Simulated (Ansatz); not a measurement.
The inner images of a band of C2H2NO (6 atoms, charge 0, multiplicity 2) are given out of order.

Method: Ansatz 0.2.0, UKS B3LYP-D4/def2-SVP.

Image 0:

```xyz
6
Properties=species:S:1:pos:R:3
H -0.254 -1.256 0.413
C 0.286 -0.366 0.011
O 0.849 -0.689 -1.175
C -0.630 0.800 0.006
N -1.341 1.713 -0.023
H 1.090 -0.201 0.767
```

Image 8:

```xyz
6
Properties=species:S:1:pos:R:3
H -1.429 -0.620 -0.307
C 0.743 -0.182 -0.061
O 1.116 -1.231 -0.509
C -0.735 0.167 0.054
N -1.131 1.254 0.519
H 1.436 0.612 0.304
```

Question: Put them in order from the first end to the last, with their energies above the first end.
A.
```xyz
6
Properties=species:S:1:pos:R:3
H -0.929 -0.608 0.492
C 0.707 -0.188 -0.187
O 0.971 -0.784 -1.190
C -0.649 0.424 0.081
N -1.375 1.416 0.030
H 1.275 -0.259 0.775
```
B.
```xyz
6
Properties=species:S:1:pos:R:3
H -0.435 -0.977 0.374
C 0.399 -0.314 -0.019
O 0.875 -0.789 -1.177
C -0.541 0.823 -0.028
N -1.459 1.523 0.057
H 1.161 -0.266 0.792
```
C.
```xyz
6
Properties=species:S:1:pos:R:3
H -0.664 -0.722 0.417
C 0.589 -0.261 -0.119
O 0.902 -0.811 -1.178
C -0.578 0.643 0.008
N -1.456 1.430 0.069
H 1.208 -0.280 0.803
```
D.
```xyz
6
Properties=species:S:1:pos:R:3
H -1.444 -0.688 0.098
C 0.744 -0.192 -0.082
O 1.098 -0.936 -0.952
C -0.736 0.168 0.111
N -1.109 1.352 0.192
H 1.448 0.297 0.632
```
E.
```xyz
6
Properties=species:S:1:pos:R:3
H -1.413 -0.662 0.338
C 0.739 -0.201 -0.116
O 1.091 -0.753 -1.118
C -0.730 0.190 0.127
N -1.125 1.365 0.053
H 1.438 0.061 0.716
```
F.
```xyz
6
Properties=species:S:1:pos:R:3
H -1.246 -0.597 0.540
C 0.728 -0.203 -0.166
O 1.076 -0.651 -1.217
C -0.699 0.276 0.119
N -1.221 1.391 -0.032
H 1.363 -0.216 0.757
```
G.
```xyz
6
Properties=species:S:1:pos:R:3
H -1.442 -0.669 -0.116
C 0.743 -0.189 -0.064
O 1.108 -1.109 -0.742
C -0.735 0.164 0.084
N -1.115 1.321 0.347
H 1.441 0.481 0.491
```

Answer: B (+29.3 kJ/mol), C (+127.8 kJ/mol), A (+31.6 kJ/mol), F (-18.5 kJ/mol), E (-27.0 kJ/mol), D (-34.8 kJ/mol), G (-43.4 kJ/mol).

Time of the run: 3.2 min on 2 threads of Arm Neoverse V1 (shared host), peak memory 0.15 GiB.
